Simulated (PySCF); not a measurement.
Ionising NaS

UHF-CCSD(T); Na jorge-DZP-DKH, S jorge-DZP-DKH; spin-free X2C with a Gaussian nucleus (PySCF 2.14). Neutral (UHF): doublet (π ↑), Re = 2.515 Å, ωe = 330 cm⁻¹, De = 2.14 eV.

NaS⁺ (UHF): triplet (π ↑↑), Re = 2.931 Å, ωe = 159 cm⁻¹, De = 0.52 eV to Na⁺ + S. The energies at the minima are -560.85221 hartree for NaS and -560.60872 for NaS⁺.

Q: Work out the adiabatic ionisation energy, without and with harmonic zero-point energies (1 hartree = 27.2114 eV, 1 eV = 8065.5 cm⁻¹), and the change of the bond length.

A: At UHF-CCSD(T): 0.24349 hartree = 6.626 eV between the minima; the zero-point term (159.0 − 330.0)/2 cm⁻¹ = -0.011 eV makes it 6.615 eV. Re changes by +41.6 pm against the neutral. The electron leaves a π orbital, and the ion is left as a loose complex of an ion and an atom.

Correlated steps freeze 6 core orbitals. Correlated levels converge slowly with the basis: in double zeta they bind strong bonds too weakly, by up to about 1 eV, and carry superposition errors of some tenths. For an ion De counts to the pair picked by the measured ionisation energies or electron affinities, which need not be the lowest pair at this level. States were picked by a PBE0 search and need not be the measured ground states.
